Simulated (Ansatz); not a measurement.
**SiCCl+ (quintet): from Hartree-Fock to the top rungs, cc-pVTZ**

One table from this session's results is given with a row withheld; the runs are named, their logs left out.

Computed with Ansatz 0.2.0, Gaussian basis. Level: cc-pVTZ, core rule «outside noble gas», up to 11 orbitals frozen.

To be run: UHF; CCSD(T) on ROHF; CCSD(T) on UHF; BCCD(T) on ROHF; CCSDT(Q) on ROHF; CCSDT(Q) on UHF.

7 further runs of the same task are left out: 2 for a known fault of the program, 5 set aside as unsound or not needed.

## The geometry

The geometry is a PBE0/def2-TZVP stationary point (not a proven minimum) of the parent state, kept for this charge and spin.

3 atoms, charge 1, spin multiplicity 5.

Atoms are counted from 1 here; the program's logs count them from 0.

Bond lengths: C1–Si2 1.858 Å, Si2–Cl3 2.076 Å. Angles: C1–Si2–Cl3 103.7°.

The first run:

Input file in.yaml:

```yaml
crystal:
  periodic: [false, false, false]
  atoms:
    - {symbol: C, position_ang: [0.000000, -0.896812, 1.818922]}
    - {symbol: Si, position_ang: [0.000000, 0.607235, 0.728623]}
    - {symbol: Cl, position_ang: [0.000000, -0.177225, -1.193419]}
basis:
  gaussian: {orbitals: cc-pVTZ}
total_charge: 1
magnetization: {spin_polarized: true, initial_magnetization: 4}
hamiltonian: {xc: hf}
output: {orbitals: {seedname: orbitals}}
```

On the command line:

```
$ ansatz run in.yaml --threads 1 --pin off --events-out ev --progress --plain --max-ram 2816MiB --backend cpu
```

Steps of the session up to this table: UHF; CCSD(T) on ROHF; CCSD(T) on UHF; BCCD(T) on ROHF; CCSDT(Q) on ROHF; CCSDT(Q) on UHF.

One of the session's tables, all rows but one given; the rest of the session is left out.

| method | from UCCSDT(Q) (kJ/mol) |
| --- | --- |
| ROHF | +993.3 |
| UHF | +982.6 |
| RMP2 | +153.0 |
| UMP2 | +153.4 |
| RCCSD | +56.0 |
| UCCSD | +55.3 |
| RCCSD(T) | +8.9 |
| UCCSD(T) | +8.8 |
| BCCD(T) | ? |
| RCCSDT | +3.4 |
| UCCSDT | +3.2 |
| RCCSDT(Q) | +0.8 |
| UCCSDT(Q) | 0 |

Q: Estimate the row for BCCD(T) from the others.

As computed: from UCCSDT(Q) (kJ/mol): +8.6. In the column «from UCCSDT(Q) (kJ/mol)» it lies between RCCSDT (+3.4) and UCCSD(T) (+8.8).

To keep in mind: Restricted and unrestricted rows rest on different reference determinants; where their highest levels disagree by more than a few hundredths of an eV, they describe different states and don't form one ladder.
